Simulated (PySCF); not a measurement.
Compound: C3HN2 (charge -1).
Structure used (PBE0-D3(BJ)/def2-SVP), in Å, numbered top down from 1:
```xyz
6
C3HN2 angstrom
N     -2.2763   -0.7692    0.0169
C     -1.2282   -0.2378    0.0074
C     -0.0027    0.4316   -0.0032
C      1.2342   -0.2162   -0.0262
N      2.2912   -0.7293   -0.0454
H     -0.0120    1.5249    0.0073
```

Level: PBE0/pcSseg-1 in PySCF, non-relativistic, on one gas-phase PBE0-D3(BJ)/def2-SVP geometry that isn't relaxed in the solvent. The solvent is an IEF-PCM continuum (cavity from Bondi-type radii × 1.2). Only the electrostatic response of the medium enters.

Gas phase at PBE0/pcSseg-1: HOMO -0.68 eV, LUMO 5.28 eV.

Problem. What does the continuum do to the energy and the frontier levels at PBE0/pcSseg-1 in chloroform and acetone?

Solution. 
| solvent | ε | E(solvent) − E(gas) (kcal/mol) | polarisation term (kcal/mol) | distortion of the solute (kcal/mol) | HOMO (eV) | LUMO (eV) |
| --- | --- | --- | --- | --- | --- | --- |
| chloroform | 4.711 | -45.13 | -45.52 | 0.39 | -4.40 | 1.73 |
| acetone | 20.49 | -54.82 | -55.54 | 0.72 | -5.16 | 1.00 |

The polarisation term is half the interaction of the solute with the surface charges that it induces; the rest is the cost of distorting the solute's density. The sum is the electrostatic part of solvation alone. From chloroform to acetone the lowering changes by a factor 1.21, Born's factor 1 − 1/ε by 1.21 and ε itself by 4.3.

Problem. Which radius a makes Born's formula ΔE = −(q²/2a)(1 − 1/ε) give the value in acetone?

Solution. a = q²(1 − 1/ε)/(2|ΔE|) = 2.88 Å, with q = -1 e and |ΔE| = 0.0874 Eh; the farthest nucleus lies 2.40 Å from the centroid of the nuclei. The formula assumes a point charge at the centre of a sphere.

Problem. Which Hirshfeld charges (PBE0/pcSseg-1) respond most in acetone (means over atoms taken as equivalent)?

Solution. 
| atoms | environment | gas (e) | solvent (e) | change |
| --- | --- | --- | --- | --- |
| H6 | hydrogen on carbon | +0.010 | +0.036 | +0.026 |
| N1/N5 | nitrogen bonded to C | -0.390 | -0.414 | -0.024 |
| C3 | carbon bonded to 2 C and H | -0.214 | -0.204 | +0.010 |
| C2/C4 | carbon bonded to C and N | -0.008 | -0.002 | +0.006 |

Problem. How do the nuclear quadrupole coupling constants eQVzz/h respond in acetone?

Solution. 
```
  nucleus  Q (barn)  gas (MHz)  solvent (MHz)  η gas  η solvent
14N at N1   0.02044       3.48           3.35   0.81       0.79
14N at N5   0.02044       3.48           3.35   0.81       0.79
```
